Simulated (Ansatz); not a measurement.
`FC1C=NC1` → `N=C1CC1F`  (isomerisation)

Gas-phase electronic energies from Ansatz, PBE0-D4/def2-TZVP geometries. CCSD(T)/CBS is the MP2 limit (def2-TZVPP, def2-QZVPP) plus CCSD(T) − MP2 in def2-TZVPP, frozen cores. Functionals use def2-TZVPP. HSE06 is defined as in plane-wave codes. One conformer a species, not always the lowest.

```tsv
level	ΔE (eV)
B97M-V	0.32
r2SCAN0-D4	0.36
HSE06-D4	0.38
BLYP	0.30
PBE0	0.37
CCSD(T)/def2-SVP	0.46
SCS-MP2/def2-TZVPP	0.53
CCSD(T)/def2-TZVPP	0.52
```

Q: What does CCSD(T)/CBS give? (Estimate.)

A: The calculation gave: +0.52 eV. The listed levels differ from it by -0.20, -0.16, -0.14, -0.22, -0.15, -0.06, 0.01, 0.00 eV.

Q: What do rigid-rotor, harmonic-oscillator terms from PBE0-D4/def2-TZVP frequencies (298.15 K, 1 bar) make of the CCSD(T)/CBS value? (Best estimate.)

A: Ansatz gave: ΔZPE = -0.04 eV, ΔH = +0.49 eV, ΔS = 8 J/(mol·K), ΔG = +0.46 eV.

Largest T1 diagnostic among the species: 0.012.

Leaving LDA and LC-ωPBE aside and taking each functional with its dispersion term where it has one, the values, not all of them listed here, spread over 0.15 eV, from r2SCAN-D4 to PBE-QIDH. From PBE to PBE0 (25 % exact exchange), in def2-TZVPP and without D4, ΔE moves by +0.06 eV. At CCSD(T), def2-SVP lies −0.06 eV from the extrapolated value and def2-TZVPP +0.00 eV.
